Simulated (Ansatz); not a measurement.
Geometry optimisation, Ansatz 0.2.0, RKS PBE0-D4/6-31G*.

Input file:

```yaml
crystal:
  periodic: [false, false, false]
  atoms:
    - { symbol: Al, position_ang: [0.243439, 0.021539, -0.025293] }
    - { symbol: C, position_ang: [0.982217, -0.02581, 1.775626] }
    - { symbol: H, position_ang: [0.427134, -0.139341, 2.713828] }
    - { symbol: H, position_ang: [1.738528, -0.821627, 1.725217] }
    - { symbol: H, position_ang: [1.555496, 0.91119, 1.832739] }
    - { symbol: H, position_ang: [1.732709, 0.150243, -0.462385] }
    - { symbol: C, position_ang: [-1.499897, -0.017484, -0.914154] }
    - { symbol: H, position_ang: [-2.025275, -0.95878, -0.707465] }
    - { symbol: H, position_ang: [-2.144774, 0.786351, -0.536607] }
    - { symbol: H, position_ang: [-1.425478, 0.093718, -2.001206] }
basis:
  gaussian: { orbitals: "6-31G*" }
hamiltonian:
  xc: pbe0
  dispersion: d4
relax:
  f_tol: 0.03
  max_steps: 50
```

Launched with:

```bash
$ ansatz run input.yaml --threads 1 --pin off --max-ram 2048MiB --backend cpu --events-out ev --progress --plain --runs-dir out
```

Problem. Where does it end, and by what steps?

Solution. The run converged. After 6 steps the energy has fallen by 0.585 eV; H6 moved furthest, 0.74 Å.

| step | energy less start (eV) | largest force component (eV/Å) | accepted |
| --- | --- | --- | --- |
| 0 | 0.0000 | 1.589 | yes |
| 1 | -0.2948 | 0.738 | yes |
| 2 | -0.4401 | 0.324 | yes |
| 3 | -0.5430 | 0.432 | yes |
| 4 | -0.5774 | 0.360 | yes |
| 5 | -0.5819 | 0.296 | yes |
| 6 | -0.5845 | 0.014 | yes |

```xyz
10
Properties=species:S:1:pos:R:3
Al 0.489 0.062 -0.148
C 0.927 -0.020 1.764
H 0.049 -0.132 2.410
H 1.604 -0.859 1.977
H 1.461 0.885 2.086
H 1.693 0.189 -1.201
C -1.367 -0.016 -0.785
H -1.840 -0.966 -0.502
H -1.981 0.773 -0.330
H -1.451 0.083 -1.872
```

Run time: 16 s on 1 thread of Arm Neoverse V2 (shared host), peak memory 0.12 GiB.
